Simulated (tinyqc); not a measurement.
Inside a calculation (part 2 of 2). Method: ROHF in the sto-3g basis, for H2O+, spin multiplicity 2. Computed by tinyqc, a small Python program that keeps every step (integrals from PySCF). Command: `OMP_NUM_THREADS=1 python tinyqc.py 23761 23762 out.jsonl` (the two numbers bound the seeds that draw the settings). One thread of a shared host (Intel(R) Xeon(R) Processor @ 2.60GHz), about 0.07 s of CPU time with the checks.

Geometry (angstrom):
```
atom       x        y       z
O     0.0000   0.0000  0.0000
H     0.0000   1.0280  0.6620
H     0.0000  -1.0370  0.6680
```

## Iteration 2: Roothaan effective Fock matrix

F(alpha) (hartree):
```
           1O 1s    1O 2s   1O 2px   1O 2py   1O 2pz    2H 1s    3H 1s
1O 1s   -19.9672  -5.1338   0.0000  -0.0004  -0.0084  -0.6372  -0.6214
1O 2s    -5.1338  -2.5679   0.0000  -0.0030  -0.1268  -0.6805  -0.6668
1O 2px    0.0000   0.0000  -0.4497   0.0000   0.0000   0.0000   0.0000
1O 2py   -0.0004  -0.0030   0.0000  -0.6466  -0.0014  -0.3338   0.3275
1O 2pz   -0.0084  -0.1268   0.0000  -0.0014  -0.4911  -0.2301  -0.2263
2H 1s    -0.6372  -0.6805   0.0000  -0.3338  -0.2301  -0.5237  -0.1619
3H 1s    -0.6214  -0.6668   0.0000   0.3275  -0.2263  -0.1619  -0.5170
```

F(beta) (hartree):
```
           1O 1s    1O 2s   1O 2px   1O 2py   1O 2pz    2H 1s    3H 1s
1O 1s   -19.9416  -5.0946   0.0000  -0.0003  -0.0085  -0.6294  -0.6139
1O 2s    -5.0946  -2.3849   0.0000   0.0005  -0.1287  -0.6293  -0.6180
1O 2px    0.0000   0.0000  -0.4012   0.0000   0.0000   0.0000   0.0000
1O 2py   -0.0003   0.0005   0.0000   0.2428   0.0045  -0.1929   0.1921
1O 2pz   -0.0085  -0.1287   0.0000   0.0045  -0.4430  -0.2235  -0.2218
2H 1s    -0.6294  -0.6293   0.0000  -0.1929  -0.2235  -0.4779  -0.1702
3H 1s    -0.6139  -0.6180   0.0000   0.1921  -0.2218  -0.1702  -0.4741
```

D(alpha) after iteration 1:
```
          1O 1s    1O 2s  1O 2px   1O 2py   1O 2pz    2H 1s    3H 1s
1O 1s    1.0620  -0.2658  0.0000  -0.0002  -0.0080   0.0162   0.0159
1O 2s   -0.2658   1.1379  0.0000   0.0009   0.0436  -0.0676  -0.0664
1O 2px   0.0000   0.0000  1.0000   0.0000   0.0000   0.0000   0.0000
1O 2py  -0.0002   0.0009  0.0000   1.0490   0.0004  -0.0555   0.0551
1O 2pz  -0.0080   0.0436  0.0000   0.0004   1.0236  -0.0430  -0.0426
2H 1s    0.0162  -0.0676  0.0000  -0.0555  -0.0430   0.0085   0.0026
3H 1s    0.0159  -0.0664  0.0000   0.0551  -0.0426   0.0026   0.0083
```

D(beta) after iteration 1:
```
          1O 1s    1O 2s  1O 2px   1O 2py   1O 2pz    2H 1s    3H 1s
1O 1s    1.0620  -0.2658  0.0000   0.0008  -0.0080   0.0161   0.0159
1O 2s   -0.2658   1.1378  0.0000  -0.0036   0.0436  -0.0673  -0.0666
1O 2px   0.0000   0.0000  1.0000   0.0000   0.0000   0.0000   0.0000
1O 2py   0.0008  -0.0036  0.0000   0.0001  -0.0071   0.0005   0.0005
1O 2pz  -0.0080   0.0436  0.0000  -0.0071   1.0235  -0.0426  -0.0430
2H 1s    0.0161  -0.0673  0.0000   0.0005  -0.0426   0.0056   0.0055
3H 1s    0.0159  -0.0666  0.0000   0.0005  -0.0430   0.0055   0.0055
```

overlap S:
```
         1O 1s   1O 2s  1O 2px   1O 2py  1O 2pz   2H 1s    3H 1s
1O 1s   1.0000  0.2367  0.0000   0.0000  0.0000  0.0288   0.0280
1O 2s   0.2367  1.0000  0.0000   0.0000  0.0000  0.3189   0.3134
1O 2px  0.0000  0.0000  1.0000   0.0000  0.0000  0.0000   0.0000
1O 2py  0.0000  0.0000  0.0000   1.0000  0.0000  0.2469  -0.2435
1O 2pz  0.0000  0.0000  0.0000   0.0000  1.0000  0.1590   0.1568
2H 1s   0.0288  0.3189  0.0000   0.2469  0.1590  1.0000   0.1071
3H 1s   0.0280  0.3134  0.0000  -0.2435  0.1568  0.1071   1.0000
```

With projectors Pc = D(beta) S, Po = (D(alpha) - D(beta)) S, Pv = 1 - D(alpha) S, the block xy is Px^T F Py; with Fc = (F(alpha) + F(beta))/2, the blocks are Fc for cc, oo, vv and cv, F(beta) for co and F(alpha) for ov.

effective F (hartree):
```
           1O 1s    1O 2s   1O 2px   1O 2py   1O 2pz    2H 1s    3H 1s
1O 1s   -19.9544  -5.1142   0.0000  -0.0002  -0.0084  -0.6333  -0.6177
1O 2s    -5.1142  -2.4764   0.0000  -0.0006  -0.1277  -0.6547  -0.6426
1O 2px    0.0000   0.0000  -0.4255   0.0000   0.0000   0.0000   0.0000
1O 2py   -0.0002  -0.0006   0.0000  -0.1972   0.0016  -0.2402   0.2375
1O 2pz   -0.0084  -0.1277   0.0000   0.0016  -0.4671  -0.2266  -0.2242
2H 1s    -0.6333  -0.6547   0.0000  -0.2402  -0.2266  -0.4914  -0.1751
3H 1s    -0.6177  -0.6426   0.0000   0.2375  -0.2242  -0.1751  -0.4868
```

## Iteration 2: diagonalisation and new density

X:
```
          1O 1s    1O 2s  1O 2px   1O 2py   1O 2pz    2H 1s    3H 1s
1O 1s    1.0232  -0.1325  0.0000  -0.0001  -0.0048   0.0166   0.0163
1O 2s   -0.1325   1.1092  0.0000   0.0013   0.0425  -0.1777  -0.1735
1O 2px   0.0000   0.0000  1.0000   0.0000   0.0000   0.0000   0.0000
1O 2py  -0.0001   0.0013  0.0000   1.0550   0.0006  -0.1472   0.1447
1O 2pz  -0.0048   0.0425  0.0000   0.0006   1.0207  -0.0868  -0.0851
2H 1s    0.0166  -0.1777  0.0000  -0.1472  -0.0868   1.0843  -0.0360
3H 1s    0.0163  -0.1735  0.0000   0.1447  -0.0851  -0.0360   1.0813
```

Diagonalise F' = X^T F X, C = X C', fill 5 alpha and 4 beta electrons from the bottom; D(s) = C_occ C_occ^T. Each column has its largest component positive (the first on a tie).

F' = X^T F X (hartree):
```
          1        2        3        4        5        6        7
1  -19.5837  -2.6462   0.0000  -0.0006  -0.0151  -0.0518  -0.0489
2   -2.6462  -1.4936   0.0000   0.0014  -0.0571  -0.2722  -0.2663
3    0.0000   0.0000  -0.4255   0.0000   0.0000   0.0000   0.0000
4   -0.0006   0.0014   0.0000  -0.0857   0.0027  -0.2120   0.2089
5   -0.0151  -0.0571   0.0000   0.0027  -0.4228  -0.1529  -0.1503
6   -0.0518  -0.2722   0.0000  -0.2120  -0.1529  -0.2875  -0.0433
7   -0.0489  -0.2663   0.0000   0.2089  -0.1503  -0.0433  -0.2898
```

orbital energies (hartree): MO1 -19.9636, MO2 -1.2796, MO3 -0.5024, MO4 -0.4737, MO5 -0.4255, MO6 -0.0865, MO7 0.1427

coefficients C:
```
            MO1      MO2      MO3      MO4     MO5      MO6      MO7
1O 1s    0.9941  -0.2457   0.0889   0.0027  0.0000   0.0918  -0.0024
1O 2s    0.0247   0.9260  -0.4154  -0.0139  0.0000  -0.5294   0.0146
1O 2px   0.0000   0.0000   0.0000   0.0000  1.0000   0.0000   0.0000
1O 2py   0.0000  -0.0001  -0.0134   0.4782  0.0000   0.0172   0.9625
1O 2pz   0.0018   0.1495   0.8159   0.0191  0.0000  -0.6081   0.0144
2H 1s   -0.0041   0.1136   0.2654   0.5449  0.0000   0.6947  -0.6124
3H 1s   -0.0040   0.1118   0.2897  -0.5323  0.0000   0.7143   0.5822
```

D(alpha) after iteration 2:
```
          1O 1s    1O 2s  1O 2px   1O 2py   1O 2pz    2H 1s    3H 1s
1O 1s    1.0566  -0.2399  0.0000   0.0002   0.0377  -0.0069  -0.0072
1O 2s   -0.2399   1.0308  0.0000  -0.0011  -0.2008  -0.0127  -0.0096
1O 2px   0.0000   0.0000  1.0000   0.0000   0.0000   0.0000   0.0000
1O 2py   0.0002  -0.0011  0.0000   0.2289  -0.0018   0.2570  -0.2584
1O 2pz   0.0377  -0.2008  0.0000  -0.0018   0.6885   0.2440   0.2429
2H 1s   -0.0069  -0.0127  0.0000   0.2570   0.2440   0.3803  -0.2005
3H 1s   -0.0072  -0.0096  0.0000  -0.2584   0.2429  -0.2005   0.3798
```

D(beta) after iteration 2:
```
          1O 1s    1O 2s  1O 2px   1O 2py   1O 2pz    2H 1s    3H 1s
1O 1s    1.0566  -0.2399  0.0000   0.0002   0.0377  -0.0069  -0.0072
1O 2s   -0.2399   1.0308  0.0000  -0.0011  -0.2008  -0.0127  -0.0096
1O 2px   0.0000   0.0000  0.0000   0.0000   0.0000   0.0000   0.0000
1O 2py   0.0002  -0.0011  0.0000   0.2289  -0.0018   0.2570  -0.2584
1O 2pz   0.0377  -0.2008  0.0000  -0.0018   0.6885   0.2440   0.2429
2H 1s   -0.0069  -0.0127  0.0000   0.2570   0.2440   0.3803  -0.2005
3H 1s   -0.0072  -0.0096  0.0000  -0.2584   0.2429  -0.2005   0.3798
```

## Iteration 10 (converged): orbitals

converged F (hartree):
```
           1O 1s    1O 2s   1O 2px   1O 2py   1O 2pz    2H 1s    3H 1s
1O 1s   -20.8969  -5.3062   0.0000  -0.0002  -0.0187  -0.6570  -0.6408
1O 2s    -5.3062  -2.8922   0.0000  -0.0012  -0.0717  -0.7896  -0.7752
1O 2px    0.0000   0.0000  -0.5733   0.0000   0.0000   0.0000   0.0000
1O 2py   -0.0002  -0.0012   0.0000  -0.7979  -0.0008  -0.4492   0.4438
1O 2pz   -0.0187  -0.0717   0.0000  -0.0008  -0.8377  -0.3264  -0.3229
2H 1s    -0.6570  -0.7896   0.0000  -0.4492  -0.3264  -0.6543  -0.1775
3H 1s    -0.6408  -0.7752   0.0000   0.4438  -0.3229  -0.1775  -0.6465
```

As before.

F' = X^T F X (hartree):
```
          1        2        3        4        5        6        7
1  -20.5259  -2.6815   0.0000  -0.0005  -0.0351  -0.0488  -0.0458
2   -2.6815  -1.8656   0.0000   0.0013   0.0320  -0.3396  -0.3329
3    0.0000   0.0000  -0.5733   0.0000   0.0000   0.0000   0.0000
4   -0.0005   0.0013   0.0000  -0.6332   0.0006  -0.3480   0.3438
5   -0.0351   0.0320   0.0000   0.0006  -0.7704  -0.2307  -0.2278
6   -0.0488  -0.3396   0.0000  -0.3480  -0.2307  -0.3688  -0.0353
7   -0.0458  -0.3329   0.0000   0.3438  -0.2278  -0.0353  -0.3701
```

orbital energies (hartree): MO1 -20.9045, MO2 -1.6651, MO3 -0.9952, MO4 -0.9105, MO5 -0.5733, MO6 -0.0866, MO7 0.0279

coefficients C:
```
            MO1      MO2      MO3      MO4     MO5      MO6      MO7
1O 1s    0.9948  -0.2486   0.0016   0.0644  0.0000   0.0974  -0.0041
1O 2s    0.0221   0.9490  -0.0081  -0.3130  0.0000  -0.5583   0.0249
1O 2px   0.0000   0.0000   0.0000   0.0000  1.0000   0.0000   0.0000
1O 2py   0.0000   0.0014   0.7252  -0.0088  0.0000   0.0253   0.7931
1O 2pz   0.0021   0.0911   0.0088   0.8661  0.0000  -0.5472   0.0209
2H 1s   -0.0036   0.0986   0.3560   0.2289  0.0000   0.6981  -0.7495
3H 1s   -0.0035   0.0966  -0.3504   0.2370  0.0000   0.7466   0.6952
```

D(alpha) after iteration 10:
```
          1O 1s    1O 2s  1O 2px   1O 2py   1O 2pz    2H 1s    3H 1s
1O 1s    1.0555  -0.2341  0.0000   0.0003   0.0352  -0.0128  -0.0128
1O 2s   -0.2341   0.9990  0.0000  -0.0018  -0.1846   0.0189   0.0202
1O 2px   0.0000   0.0000  1.0000   0.0000   0.0000   0.0000   0.0000
1O 2py   0.0003  -0.0018  0.0000   0.5259  -0.0010   0.2563  -0.2561
1O 2pz   0.0352  -0.1846  0.0000  -0.0010   0.7586   0.2104   0.2110
2H 1s   -0.0128   0.0189  0.0000   0.2563   0.2104   0.1888  -0.0610
3H 1s   -0.0128   0.0202  0.0000  -0.2561   0.2110  -0.0610   0.1883
```

D(beta) after iteration 10:
```
          1O 1s    1O 2s  1O 2px   1O 2py   1O 2pz    2H 1s    3H 1s
1O 1s    1.0555  -0.2341  0.0000   0.0003   0.0352  -0.0128  -0.0128
1O 2s   -0.2341   0.9990  0.0000  -0.0018  -0.1846   0.0189   0.0202
1O 2px   0.0000   0.0000  0.0000   0.0000   0.0000   0.0000   0.0000
1O 2py   0.0003  -0.0018  0.0000   0.5259  -0.0010   0.2563  -0.2561
1O 2pz   0.0352  -0.1846  0.0000  -0.0010   0.7586   0.2104   0.2110
2H 1s   -0.0128   0.0189  0.0000   0.2563   0.2104   0.1888  -0.0610
3H 1s   -0.0128   0.0202  0.0000  -0.2561   0.2110  -0.0610   0.1883
```

## Convergence

Stop when the energy changes by less than 1e-10 hartree and every element of the error matrix X^T (F D S - S D F) X is below 3e-06.

Course of the cycle:
```
iteration  E (hartree)     change  largest element of the error matrix
1           -26.381407          -                             3.00e-01
2           -73.820551  -4.74e+01                             3.03e-01
3           -74.443212  -6.23e-01                             3.80e-01
4           -74.607527  -1.64e-01                             5.95e-02
5           -74.613825  -6.30e-03                             1.34e-02
6           -74.614470  -6.46e-04                             3.01e-03
7           -74.614509  -3.83e-05                             6.81e-04
8           -74.614509  -7.95e-07                             1.08e-05
9           -74.614509  -1.79e-10                             6.25e-07
10          -74.614509  -9.24e-13                             1.92e-07
```

PySCF ROHF in the same basis = -74.614509 hartree

Converged in 10 iterations.

## Populations, bond orders and dipole

Mulliken: Z minus the diagonal of D S on the atom; Loewdin: the same with S^(1/2) D S^(1/2); Mayer order: 2 sum_s sum (D(s) S)_ij (D(s) S)_ji over the two atoms.

Charges (e):
```
atom  Mulliken  Loewdin  Mulliken spin
1O      0.1358   0.2364         1.0000
2H      0.4306   0.3796         0.0000
3H      0.4336   0.3840         0.0000
```

Mayer bond orders:
```
pair   order
2-1   0.7980
3-1   0.7953
3-2   0.0166
```

dipole moment about the origin, x y z (debye): 0.0000  -0.0334  3.2731
